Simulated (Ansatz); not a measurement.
**Litharge SnO: elastic constant C12 by level of theory**

No measured value is used here.

```tsv
level (code)	value (GPa)	cell (Å³/atom)
PBE (Ansatz)	…	18.97
PBEsol (Ansatz)	82.7	17.19
rVV10 (Ansatz)	…	18.71
r²SCAN (Ansatz)	91.8	17.89
r²SCAN-D4 (Ansatz)	95.9	17.36
r²SCAN+rVV10 (Ansatz)	93.4	17.15
HSE06 (Ansatz)	88.8	18.11
```

### Question
Fill in the missing entries.

### Answer

- PBE (Ansatz, a program for electronic structure), value (GPa): 75.1
- rVV10 (Ansatz), value (GPa): 80.2

PBE, PBEsol, r²SCAN, HSE06: the cell comes from a level without a dispersion term, which matters for the spacing of layers, chains or molecules. PBEsol, r²SCAN+rVV10: the solid has no gap at this level, which affects its response. r²SCAN-D4: the dispersion coefficients are held fixed in the derivatives. Each level is taken at its own relaxed cell. Cutoffs and k meshes differ between the levels. Ansatz's density-functional and Hartree–Fock values are scalar-relativistic unless marked +SOC, with PAW data made under PBE.
